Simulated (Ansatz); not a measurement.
Input file for C₃H₇FO (`CC(O)CF`):

```yaml
crystal:
  periodic: [false, false, false]
  atoms:
    - {symbol: C, position_ang: [0.287596, 1.281236, -0.487560]}
    - {symbol: C, position_ang: [0.046554, -0.207038, -0.401165]}
    - {symbol: O, position_ang: [-1.237597, -0.471403, -0.924343]}
    - {symbol: C, position_ang: [0.142293, -0.694175, 1.023942]}
    - {symbol: F, position_ang: [-0.110324, -2.060061, 1.054435]}
    - {symbol: H, position_ang: [-0.450683, 1.822735, 0.108558]}
    - {symbol: H, position_ang: [1.287306, 1.538433, -0.131242]}
    - {symbol: H, position_ang: [0.194884, 1.611013, -1.522832]}
    - {symbol: H, position_ang: [0.809195, -0.738764, -0.990971]}
    - {symbol: H, position_ang: [-1.422091, -1.405103, -0.783069]}
    - {symbol: H, position_ang: [1.140448, -0.527262, 1.438839]}
    - {symbol: H, position_ang: [-0.610580, -0.204712, 1.649308]}
basis:
  gaussian: {orbitals: cc-pV(T+d)Z}
correlation: {method: ccsd_t}
output: {orbitals: {seedname: orbitals}}
```

```sh
$ ansatz run in.yaml --threads 2 --pin off --events-out ev --progress --plain --max-ram 22528MiB --backend cuda --devices 0, --max-vram 18GiB
```

The program prints (abridged):

```
Functional definition: HF
1432 factors; integrals over basis functions are off by at most 1.1e-3 eV
mean field evaluation 1: about -7944.3528 eV, gradient 4.0e1 eV
mean field evaluation 2: about -7944.5802 eV, gradient 4.0e1 eV
mean field evaluation 4: about -7947.9978 eV, gradient 4.4e0 eV
mean field evaluation 8: about -7948.0516 eV, gradient 2.2e-1 eV
mean field -7948.05177002 eV, -292.0855151651 hartree, gradient 2.3e-6 eV, S^2 0.000000; 0 other end points of the search recorded, 0 dependent functions left out
5 core orbitals not correlated: weight in the atoms' cores, before any rotation towards them, 1.000 or more for the frozen orbitals, at most 0.000 for the correlated occupied ones
reference -7948.05177002 eV, -292.0855151651 hartree; 16, 16 occupied and 227, 227 virtual orbitals, 1432 factors
second order -27.59781734 eV of doubles, -0.00000000 eV of singles
cycle   1  -27.82640444 eV  change   -2.3e-1 eV  update   9.8e-2
cycle   2  -28.41569031 eV  change   -5.9e-1 eV  update   2.7e-2
cycle   3  -28.54201860 eV  change   -1.3e-1 eV  update   1.3e-2
cycle   4  -28.53102869 eV  change    1.1e-2 eV  update   2.6e-3
cycle   5  -28.53100050 eV  change    2.8e-5 eV  update   1.1e-3
cycle   6  -28.53180977 eV  change   -8.1e-4 eV  update   3.2e-4
cycle   7  -28.53166650 eV  change    1.4e-4 eV  update   1.4e-4
cycle   8  -28.53160008 eV  change    6.6e-5 eV  update   4.2e-5
cycle   9  -28.53160731 eV  change   -7.2e-6 eV  update   1.7e-5
perturbative correction -1.01560694 eV, -0.0373228668 hartree
Total energy: -7977.59898427 eV, -293.1713552611 hartree
```

Hardware: 2 threads of an AMD EPYC 7R13 on a shared host and a share of an NVIDIA H100 80 GB. Wall time 2.7 s, peak host memory 0.83 GiB.

Correlation energy per correlated electron: -0.923 eV. T1 diagnostic: 0.0100.
